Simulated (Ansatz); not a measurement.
# CH4FSi+: single points off equilibrium

How do the functionals fare away from a minimum? The structure is a structure displaced at random from a GFN2-xTB minimum.

Computed with Ansatz 0.2.0, Gaussian basis. Level: single points in def2-TZVPP.

Correlated methods freeze the cores.

### 1 Starting geometry

SMILES `FC[SiH2+]`, 7 atoms, charge 1, spin multiplicity 1.

Atoms are counted from 1 here; the program's logs count them from 0.

Bond lengths: F1–C2 1.429 Å, C2–Si3 1.966 Å, C2–H4 1.194 Å, C2–H5 1.045 Å, Si3–H6 1.326 Å, Si3–H7 1.350 Å. Angles: F1–C2–Si3 108.2°, F1–C2–H4 96.1°, F1–C2–H5 109.7°, Si3–C2–H4 111.4°, Si3–C2–H5 121.3°, H4–C2–H5 107.3°, C2–Si3–H6 114.9°, C2–Si3–H7 114.0°, H6–Si3–H7 130.6°.

As a file:

```csv
atom,x (Å),y (Å),z (Å)
F1,-1.7958,0.2856,0.1084
C2,-0.5963,-0.1271,-0.5488
Si3,0.9204,0.2557,0.6417
H4,-0.8552,-1.2923,-0.5640
H5,-0.6058,0.2057,-1.5398
H6,0.6119,0.9355,1.7375
H7,2.1217,-0.0863,0.1289
```

### 2 CCSD(T)/def2-TZVPP

run/in.yaml

```yaml
crystal:
  periodic: [false, false, false]
  atoms:
    - {symbol: F, position_ang: [-1.795800, 0.285600, 0.108400]}
    - {symbol: C, position_ang: [-0.596300, -0.127100, -0.548800]}
    - {symbol: Si, position_ang: [0.920400, 0.255700, 0.641700]}
    - {symbol: H, position_ang: [-0.855200, -1.292300, -0.564000]}
    - {symbol: H, position_ang: [-0.605800, 0.205700, -1.539800]}
    - {symbol: H, position_ang: [0.611900, 0.935500, 1.737500]}
    - {symbol: H, position_ang: [2.121700, -0.086300, 0.128900]}
basis:
  gaussian: {orbitals: def2-TZVPP}
total_charge: 1
correlation: {method: ccsd_t}
output: {forces: true}
```

No record of the launch command was kept for these runs.

### 3 PBE0-D4/def2-TZVPP

Edit run/in.yaml of step 2 so:

```diff
@@ -13,3 +13,3 @@
 total_charge: 1
-correlation: {method: ccsd_t}
-output: {forces: true}
+hamiltonian: {xc: pbe0, dispersion: d4}
+output: {forces: true, orbitals: {seedname: orbitals}}
```

### 4 wB97M-V/def2-TZVPP

Edit run/in.yaml of step 3 so:

```diff
@@ -13,3 +13,3 @@
 total_charge: 1
-hamiltonian: {xc: pbe0, dispersion: d4}
-output: {forces: true, orbitals: {seedname: orbitals}}
+hamiltonian: {xc: {name: wB97M-V}}
+output: {forces: true}
```

### 5 r2SCAN-D4/def2-TZVPP

Edit run/in.yaml of step 4 so:

```diff
@@ -13,3 +13,3 @@
 total_charge: 1
-hamiltonian: {xc: {name: wB97M-V}}
+hamiltonian: {xc: r2scan, dispersion: d4}
 output: {forces: true}
```

### 6 PBE-D4/def2-TZVPP

Edit run/in.yaml of step 5 so:

```diff
@@ -13,3 +13,3 @@
 total_charge: 1
-hamiltonian: {xc: r2scan, dispersion: d4}
+hamiltonian: {xc: pbe, dispersion: d4}
 output: {forces: true}
```

### 7 CAM-B3LYP-D4/def2-TZVPP

Edit run/in.yaml of step 6 so:

```diff
@@ -13,3 +13,3 @@
 total_charge: 1
-hamiltonian: {xc: pbe, dispersion: d4}
+hamiltonian: {xc: {name: CAM-B3LYP}, dispersion: d4}
 output: {forces: true}
```

### 8 BHLYP-D4/def2-TZVPP

Edit run/in.yaml of step 7 so:

```diff
@@ -13,3 +13,3 @@
 total_charge: 1
-hamiltonian: {xc: {name: CAM-B3LYP}, dispersion: d4}
+hamiltonian: {xc: {name: BHLYP}, dispersion: d4}
 output: {forces: true}
```

(Steps that only read results are left out.)

What does the calculation give? Wanted: energy less free atoms, CCSD(T)/def2-TZVPP; RMS force component; RMS force error; HOMO and LUMO, PBE0-D4; T1 diagnostic.

As calculated:

| quantity | value |
| --- | --- |
| energy less free atoms, CCSD(T)/def2-TZVPP | -13.647 eV |
| RMS force component | 2.072 to 2.156 eV/Å over the methods |
| RMS force error | PBE0-D4 0.148, wB97M-V 0.067, r2SCAN-D4 0.115, PBE-D4 0.212, CAM-B3LYP-D4 0.079, BHLYP-D4 0.198 eV/Å |
| HOMO and LUMO, PBE0-D4 | -14.79 and -9.84 eV |
| T1 diagnostic | 0.013 |

**Reading.** Against CCSD(T) the functionals' energies less atoms differ by -0.903 to +0.003 eV, PBE-D4 by -0.903 eV. The reference is not at the basis limit: in triple zeta CCSD(T) underbinds, which counts against methods that bind more; the gaps are no ranking. For forces wB97M-V does best and PBE-D4 worst. Frozen-core CCSD(T) forces in triple zeta carry basis errors of their own, and this is one geometry, so small gaps rank nothing.
